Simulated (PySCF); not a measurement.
Gas-phase reaction: SiH₂ + Si + 2 F = 2 SiHF

Energies from PySCF (xtb for GFN2), thermal terms from the rigid-rotor harmonic-oscillator model, ideal gas at 1 bar. † marks an energy on the PBE0/def2-TZVP geometry and frequencies; other levels use their own. MP2 freezes the core. Open shells (unrestricted): Si (multiplicity 3, electronic degeneracy 9), F (multiplicity 2, electronic degeneracy 6); the rest are closed-shell singlets. GFN2 has no spin-polarisation term. Spin-orbit splitting is ignored; it lowers the true energy and changes the entropy of Si, F. B3LYP is the form with VWN-RPA correlation. SiHF: computed as isolated molecules; such fragments, hydroxides, amides, oligomers or adducts are transient or little studied in the gas. MP2 isn't extrapolated to the basis-set limit; its ΔH°(298 K) is -1112.1 kJ in def2-SVP and -1207.4 kJ in def2-TZVPP. The harmonic model lacks anharmonicity and excited electronic states, which grow with temperature; levels with a mode under 35 cm⁻¹ are left out.

| level | ΔE electronic, kJ | ΔH°(298 K), kJ | ΔS°(298 K), J/K | ΔG°(800 K), kJ |
|---|---|---|---|---|
| B3LYP/def2-TZVP† | -1171 | -1165 | -219 | -986 |
| BLYP/def2-TZVP† | -1194 | -1189 | -219 | -1009 |
| GFN2-xTB | -1219 | -1214 | -217 | -1036 |
| M06-2X/def2-TZVP† | -1195 | -1190 | -219 | -1010 |
| MP2/def2-SVP† | -1118 | -1112 | -219 | -932 |
| MP2/def2-TZVPP† | -1213 | -1207 | -219 | -1028 |
| PBE/def2-SVP | -1186 | -1181 | -218 | -1002 |
| PBE/def2-TZVP† | -1207 | -1201 | -219 | -1022 |
| PBE0/def2-SVP† | -1115 | -1109 | -219 | -929 |
ΔH° is lowest at GFN2-xTB and highest at PBE0/def2-SVP†. No reference value is set beside these.
